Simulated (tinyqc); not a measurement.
Worked calculation: ROHF in the sto-3g basis, for LiH, spin multiplicity 3. One step of it, computed by the program tinyqc.

Task: Orthogonalisation. S = U s U^T; symmetric (Loewdin) form X = U s^(-1/2) U^T, so that X^T S X = 1.

overlap S, lower triangle:
```
,1Li 1s,1Li 2s,1Li 2px,1Li 2py,1Li 2pz,2H 1s
1Li 1s,1.000000
1Li 2s,0.241137,1.000000
1Li 2px,0.000000,0.000000,1.000000
1Li 2py,0.000000,0.000000,0.000000,1.000000
1Li 2pz,0.000000,0.000000,0.000000,0.000000,1.000000
2H 1s,0.016492,0.250680,0.000000,0.000000,0.365288,1.000000
```

Give: eigenvalues of S; X.

Result:

eigenvalues of S: 0.5372  0.8063  1.0000  1.0000  1.1828  1.4736

X, lower triangle:
```
,1Li 1s,1Li 2s,1Li 2px,1Li 2py,1Li 2pz,2H 1s
1Li 1s,1.0234
1Li 2s,-0.1293,1.0522
1Li 2px,0.0000,0.0000,1.0000
1Li 2py,0.0000,0.0000,0.0000,1.0000
1Li 2pz,-0.0058,0.0415,0.0000,0.0000,1.0587
2H 1s,0.0180,-0.1476,0.0000,0.0000,-0.2095,1.0869
```
